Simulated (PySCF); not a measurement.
Molecule: Methoxyacetonitrile (SMILES COCC#N).

Geometry:
```csv
atom,x (Å),y (Å),z (Å)
C1,-1.348,0.075,0.108
O2,-0.407,-0.379,-0.828
C3,0.868,-0.551,-0.313
C4,1.510,0.714,0.095
N5,1.980,1.719,0.422
H6,-2.315,0.138,-0.407
H7,-1.088,1.075,0.501
H8,-1.443,-0.625,0.961
H9,1.487,-1.013,-1.097
H10,0.880,-1.230,0.564
```

Geometry PBE0-D3(BJ)/def2-SVP throughout; GIAO in PySCF 2.14.0 with density-fitted response routines, gas phase, one conformer, non-relativistic; equivalent atoms averaged; functional PBE0.

**Question.** How do the shifts δ (against TMS, H2O, NH3 at the same level) depend on the basis set? (ppm; last column core-seconds on shared hosts with different chips, so compare them loosely)

**Answer.** 
```tsv
basis set	functions	C4	C3	C1	O2	N5	H9/H10	H6/H7/H8	core-s
pcSseg-0	55	132.1	62.8	61.7	-7.7	326.5	4.36	3.69	3.5
cc-pVDZ	95	111.8	55.5	54.9	10.9	288.3	3.81	3.22	6
pcSseg-1	110	120.5	58.1	58.3	8.0	317.0	3.94	3.39	9.5
aug-cc-pVDZ	160	114.3	55.2	54.8	9.7	282.3	4.13	3.50	12
cc-pVTZ	220	118.7	57.7	57.7	11.2	306.2	3.97	3.35	18
IGLO-III	225	123.0	59.1	59.2	8.0	308.0	4.07	3.41	18
```

**Question.** Which nucleus moves most, in ppm?

**Answer.** N5 (nitrile nitrogen): from 282.3 ppm with aug-cc-pVDZ to 326.5 ppm with pcSseg-0. The smallest spread is 0.47 ppm, at H6/H7/H8. Proton shifts span only some 12 ppm, so a few tenths of a ppm matter as much there as several ppm in carbon.

**Question.** Taking the largest basis, IGLO-III (225 functions), as the yardstick, rank the others by their worst heavy-atom deviation.

**Answer.** cc-pVTZ 4.3 ppm (220 functions), pcSseg-1 8.9 ppm (110 functions), pcSseg-0 18.5 ppm (55 functions), cc-pVDZ 19.8 ppm (95 functions), aug-cc-pVDZ 25.7 ppm (160 functions).

A small basis that lands close on one nucleus may do so by chance; judge by the trend and by all nuclei.
